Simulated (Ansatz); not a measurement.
# 1T (CdI2-type) SnSe₂

All values below come from PBEsol+SOC (Ansatz, a quantum-chemistry and plane-wave program, PAW).

Numerical settings: plane-wave cutoff 520 eV, 12×12×6 k mesh (along the axes of the cell as run), Fermi–Dirac smearing 0.01 eV, PAW data made under PBE.

Cell: relaxed at this level.

| Property | Value |
|---|---|
| equilibrium volume per atom | 25.91 Å³/atom |
| bulk modulus | 17.4 GPa |
| equilibrium lattice constant a | 3.819 Å |
| c axis length | 6.154 Å |
| band gap | 0.42 eV (indirect) |
| smallest direct gap on the k points sampled | 0.93 eV |

Measured, for comparison: band gap 0.98 eV (temperature not stated, no zero-point or thermal correction, indirect, our sources range from 0.98 to 1.06; as tabulated in Gonzalez and Oleynik (2016), arXiv:1609.04381); lattice parameter c 6.14 Å (temperature not stated, no zero-point or thermal correction; as tabulated in Gonzalez and Oleynik (2016), arXiv:1609.04381). Computed (rounded) less measured: band gap -0.56 eV (-0.56 eV to -0.64 eV over the range), lattice parameter c +0.2 %.

Note: the cell comes from a level without a dispersion term, which matters for the spacing of layers, chains or molecules; the bulk modulus comes from volumes at which shape and atoms were relaxed.

Computed values are for the static lattice.

It cost roughly 40 core-minutes of CPU time.
